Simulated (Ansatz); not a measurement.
A made-up structure of CH3S2, doublet:

```
6
angstrom
S 0.8133 0.4556 -1.4844
C -0.4330 -0.0242 -0.3112
S 0.5822 -0.7799 0.9855
H -1.0883 -0.8155 -0.6772
H 1.7209 0.4069 -2.4960
H 1.1491 0.3645 1.4010
```

It is relaxed with PBE-D4/def2-SVP and then PBE0-D4/def2-TZVP (Ansatz 0.2.0). Atoms count as bonded within 1.22 times the sum of their covalent radii (H–H: 0.88 Å). The end point is not checked to be a true minimum.

Question: Does its bonding change? (Judge from chemistry; the calculation decides.)

Answer: By the calculation: No: no bond forms or breaks.

Where it ends: The first stage lowers the energy by 2.89 eV in 18 steps. It ends as CH₃S₂ ([SH][CH][SH]):
S1  (0.914, 0.898, -1.342)
C2  (0.087, -0.346, -0.471)
S3  (0.068, -0.324, 1.248)
H4  (-0.712, -0.904, -0.942)
H5  (1.038, 0.235, -2.506)
H6  (1.350, 0.048, 1.431)
(Å)

Labels in which every atom is bracketed show which atoms are joined, not bond orders.

For scale, one of the runs: PBE0-D4/def2-TZVP relaxation, 123 basis functions, launched by `ansatz run in.yaml --threads 2 --pin off --events-out ev --progress --plain --max-ram 4352MiB`. Hardware: 2 CPU threads of an Arm Neoverse V2, shared host. Wall time about 24 s.
